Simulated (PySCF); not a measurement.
Gas-phase reaction: SiF₃NH₂ ⇌ N + HF + SiHF₂

Computed with PySCF (xtb for GFN2) and rigid-rotor harmonic-oscillator thermochemistry at 1 bar. † marks an energy on the PBE0/def2-TZVP geometry and frequencies; other levels use their own. Open shells (unrestricted): N (multiplicity 4), SiHF₂ (multiplicity 2); the rest are closed-shell singlets. GFN2 has no spin-polarisation term. SiF₃NH₂, SiHF₂: computed as isolated molecules; such fragments, hydroxides, amides, oligomers or adducts are transient or little studied in the gas. The harmonic model lacks anharmonicity and excited electronic states, which grow with temperature; levels with a mode under 35 cm⁻¹ are left out. Internal rotation in SiF₃NH₂ is treated as a harmonic vibration of one conformer, which makes the entropy rough.

| level | ΔE electronic, kJ | ΔH°(298 K), kJ | ΔS°(298 K), J/K | ΔG°(1600 K), kJ |
|---|---|---|---|---|
| GFN2-xTB | 1258 | 1233 | 267 | 808 |
| HF/def2-TZVP† | 664 | 638 | 272 | 205 |
| M06-2X/def2-TZVP† | 959 | 933 | 272 | 500 |
| PBE/def2-SVP | 955 | 930 | 269 | 503 |
| r2SCAN/def2-TZVP† | 937 | 911 | 272 | 478 |
| LDA/def2-TZVP† | 1087 | 1061 | 272 | 628 |
ΔH° is lowest at HF/def2-TZVP† and highest at GFN2-xTB. No reference value is set beside these.
